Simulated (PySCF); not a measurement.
Two structures of CH8OSi, closed shell, reached by relaxing down either side of one saddle point (PBE0-D4/def2-TZVP). Energies are electronic, without zero-point energy. Program: PySCF 2.14 with density fitting (its default auxiliary sets; JK sets also for MP2 and CCSD(T)). Basis: def2-TZVPP and def2-QZVPP. Cores are frozen in the correlated methods. Extrapolation: Hartree–Fock as exp(−7.88 √X), correlation as X^−2.97. First:

```
11
angstrom
Si -1.1920 0.4936 0.1401
C 0.0711 -0.1865 1.3335
H -1.1069 -0.2143 -1.1731
H -2.5801 0.3111 0.6437
H -0.9700 1.9409 -0.1172
H 2.0743 -1.1061 -1.7960
O 1.8376 -0.1766 -1.7579
H -0.0972 -1.2497 1.5179
H 1.0728 -0.0603 0.9177
H 0.0207 0.3364 2.2909
H 0.9006 -0.1513 -1.9710
```

Second:

```
11
angstrom
Si -1.1583 1.1259 -0.8271
C 1.2011 -1.0716 1.2998
H -2.1741 1.8916 -1.6015
H -1.8792 0.1459 0.0312
H -0.3670 2.0489 0.0173
H 1.3204 -0.7754 0.2580
O -0.0756 0.3845 -1.8257
H 0.3502 -1.7467 1.3913
H 2.1029 -1.5776 1.6431
H 1.0281 -0.1869 1.9126
H -0.4157 -0.2425 -2.4646
```

(1) Which bonds change from the first to the second?

(2) Give the saddle point's structure and its height above each. (To be estimated.)

T1 diagnostic: at most 0.012.

## Answers

(1) CH₆Si ([CH3][SiH3]) + H₂O → SiH₄O ([OH][SiH3]) + CH₄; bonds formed: Si1–O7, C2–H6; bonds broken: Si1–C2, H6–O7.

(2) The calculation gives: 49.83 kcal/mol above the first and 70.22 kcal/mol above the second (CCSD(T) at an estimated basis limit (MP2 extrapolated from triple and quadruple zeta, plus CCSD(T) − MP2 in triple zeta)).
```
11
angstrom
Si -0.6608 0.7567 -0.2034
C 0.5188 -0.7272 0.9233
H -1.6204 1.0010 -1.3364
H -1.6662 0.4458 0.8629
H 0.0183 2.0175 0.1655
H 0.7150 -0.4984 -0.4803
O 0.5767 0.1023 -1.4708
H -0.1917 -1.5101 1.1856
H 1.5099 -1.1940 0.8108
H 0.6181 -0.0391 1.7645
H 0.1823 -0.3546 -2.2217
```

Labels in which every atom is bracketed show which atoms are joined, not bond orders.

For scale, one of the runs: CCSD(T)/def2-TZVPP, 216 basis functions, launched by `OMP_NUM_THREADS=4 python run.py`. Time: 7.8 min of wall clock on 4 CPU threads of an Arm Neoverse V1; the host was shared. Peak host memory: 3 GiB.
